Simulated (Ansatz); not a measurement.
The input, for Ansatz 0.2.0:

```yaml
crystal:
  periodic: [false, false, false]
  atoms:
    - {symbol: P, position_ang: [0.000000, -0.063848, 0.000000]}
    - {symbol: H, position_ang: [0.000000, 0.981024, -1.893049]}
    - {symbol: H, position_ang: [0.000000, 0.981024, 1.893049]}
basis:
  gaussian: {orbitals: cc-pVDZ}
total_charge: 1
magnetization: {spin_polarized: false, initial_magnetization: 2}
correlation: {active_space: {ras: {orbitals: [2, 2, 19], electrons: 6, max_holes: 3, max_particles: 3}, fixed_orbitals: true}}
output: {forces: true}
```

```sh
$ ansatz run in.yaml --threads 1 --pin off --events-out ev --progress --plain --max-ram 2393MiB
```

Output:

```
280 factors; integrals over basis functions are off by at most 9.1e-4 eV
mean field evaluation 1: about -9288.1359 eV, gradient 7.0e0 eV
mean field evaluation 2: about -9288.1362 eV, gradient 7.0e0 eV
mean field evaluation 4: about -9288.5567 eV, gradient 8.7e-1 eV
mean field evaluation 8: about -9288.5706 eV, gradient 4.4e-3 eV
mean field evaluation 16: about -9288.5607 eV, gradient 1.1e-2 eV
mean field -9288.57056906 eV, -341.3486723937 hartree, gradient 3.9e-6 eV, S^2 2.000000; 2 other end points of the search recorded, 0 dependent functions left out
reference -9288.57056906 eV, -341.3486723937 hartree; 9, 7 occupied and 19, 21 virtual orbitals, 280 factors
state -9292.55792270 eV, -341.4952049372 hartree
the calculation of the forces begins
Total energy: -9292.55792270 eV, -341.4952049372 hartree
Atom 0 at     0.000000    -0.063848     0.000000 Å, force    -0.000000     2.303269     0.000000 eV/Å
Atom 1 at     0.000000     0.981024    -1.893049 Å, force    -0.000000    -1.151635     2.157529 eV/Å
Atom 2 at     0.000000     0.981024     1.893049 Å, force     0.000000    -1.151635    -2.157529 eV/Å
Dipole moment:     0.000000     0.232795    -0.000000 e Å
```

Natural occupations: 1.9380 1.7850 0.9975 0.9897 0.1306 0.1032 0.0099 0.0089 0.0085 0.0081 0.0073 0.0040 0.0034 0.0020 0.0019 0.0007 0.0005 0.0002 0.0002 0.0002 0.0002 0.0001 0.0001.

Forces (eV/Å):
```
P    0.000  2.303  0.000
H    0.000 -1.152  2.158
H    0.000 -1.152 -2.158
```

Ran on 1 thread of Arm Neoverse V1, shared host: 1.2 s wall, 0.14 GiB peak host memory.
